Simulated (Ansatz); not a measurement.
# ClSi: the cost of one run

Computed with Ansatz 0.2.0, Gaussian basis. Level: def2-QZVPP, core rule «outside noble gas», up to 10 orbitals frozen.

To be run: UHF; ROHF; CCSD(T) on UHF.

2 further runs of the same task are left out: 2 set aside as unsound or not needed.

## (1) The geometry

The geometry is a PBE0/def2-TZVP stationary point (not a proven minimum) of the parent state, kept for this charge and spin.

2 atoms, charge 1, spin multiplicity 3.

Atoms are counted from 1 here; the program's logs count them from 0.

Bond lengths: Si1–Cl2 2.067 Å.

## (2) UHF

File in.yaml:

```yaml
crystal:
  periodic: [false, false, false]
  atoms:
    - {symbol: Si, position_ang: [0.000000, 0.000000, 0.000000]}
    - {symbol: Cl, position_ang: [0.000000, 0.000000, 2.067100]}
basis:
  gaussian: {orbitals: "def2-QZVPP.json"}
total_charge: 1
magnetization: {spin_polarized: true, initial_magnetization: 2}
hamiltonian: {xc: hf}
output: {orbitals: {seedname: orbitals}}
```

Run with:

```console
$ ansatz run in.yaml --threads 1 --pin off --events-out ev --progress --plain --max-ram 2393MiB
```

**Question.** How long does this run take on 1 thread of Arm Neoverse V2, shared host, and how much memory does it need?

About 6 s, with a peak of 0.31 GiB.
